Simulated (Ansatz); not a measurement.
Reaction (SMILES): S (H2S) -> S (H2S) as doublet, charge +1 + e-

Wanted: adiabatic ionisation energy (0 K, with zero-point energies), in eV. Set-up: valence correlation only; non-relativistic; UHF or UKS for open shells; 6-311+G** with 5d, 6d on Na to Ar in Ansatz (a first-principles code); no spin-orbit coupling; LANL2DZ with its own core potentials from Na on; 6-31G* and kin with 6d, 5d where marked; dispersion terms only where a functional's name holds one. Basis-set limits of correlation are two-point, X^-3; Hartree-Fock from the larger set (for Q and 5 zeta extrapolated as (X+1)exp(-9√X)). Ab initio and DFT rows: single points at B3LYP-D3(BJ) geometries (Ansatz), with unscaled harmonic terms from B3LYP/6-31G* at its own minima.

Measured values: CCCBDB table in ASE; they hold spin-orbit and core effects. 

Value to compare with, the measured value: 10.46 eV.

```
level                                 program  adiabatic ionisation energy (0 K, with zero-point energies) (eV)  error
------------------------------------  -------  ----------------------------------------------------------------  -----
B3LYP/STO-3G                           Ansatz                                                              7.94  -2.52
B3LYP/3-21G                            Ansatz                                                             10.55   0.09
B3LYP/LANL2DZ                          Ansatz                                                             10.52   0.06
B3LYP/6-31G                            Ansatz                                                             10.49   0.03
B3LYP/6-31G*                           Ansatz                                                             10.36  -0.10
B3LYP/6-31+G*                          Ansatz                                                             10.39  -0.07
B3LYP/6-31G**                          Ansatz                                                             10.37  -0.09
B3LYP/def2-SVP                         Ansatz                                                             10.28  -0.18
B3LYP/cc-pVDZ                          Ansatz                                                             10.31  -0.15
B3LYP/6-311+G**                        Ansatz                                                             10.40  -0.06
B3LYP/def2-TZVPD                       Ansatz                                                             10.41  -0.05
CCSD(T)/CBS(cc-pV(Q+d)Z,cc-pV(5+d)Z)   Ansatz                                                             10.47   0.01
```

Among the 10 habitual levels, B3LYP/STO-3G lies farthest from the measured value (-2.52 eV); 3 of 10 lie above it, and their mean absolute error is 0.34 eV, the median 0.09. One case shows no general order.

The sets are all those run for this method; runs whose electronic state is in doubt are left out.
